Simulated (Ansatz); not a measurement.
C3H5NO can be A, `CC(=N)C=O`, or B, `C=CC(N)=O`.

Gas-phase electronic energies from Ansatz, PBE0-D4/def2-TZVP geometries. CBS: MP2 limit from def2 TZ/QZ plus the TZ coupled-cluster correction, frozen cores. DFT in def2-TZVPP. B3LYP here is the variant with VWN-RPA as its local correlation; programs differ in this. Each species was taken in one conformer, which may not be the lowest.

Which isomer does CCSD(T)/CBS put lower? Give the gap. (Best estimate.)

The calculation gave: B, by 15.9 kcal/mol.

Give E(B) − E(A) in kcal/mol with CCSD(T)/def2-SVP, r2SCAN-D4, CCSD/def2-TZVPP, MP2/def2-TZVPP, B3LYP-D4, PBE-D4, B3LYP. (Estimate.)

The calculation gave: CCSD(T)/def2-SVP -12.1, r2SCAN-D4 -18.3, CCSD/def2-TZVPP -14.8, MP2/def2-TZVPP -15.7, B3LYP-D4 -17.4, PBE-D4 -17.1, B3LYP -17.4. None reverses the order clearly.

Does the order hold for the free energy at 298.15 K (harmonic terms from PBE0-D4)? (Estimate.)

The calculation gave: Yes: G(B) − G(A) = -15.3 kcal/mol, for one conformer each.

Largest T1 diagnostic: 0.015.

In def2-TZVPP, CCSD(T) changes the Hartree–Fock value by +3.1 kcal/mol (the triples alone add +0.3 kcal/mol) and MP2 by +1.9 kcal/mol. At CCSD(T), def2-SVP lies +3.7 kcal/mol from the extrapolated value and def2-TZVPP +1.4 kcal/mol.
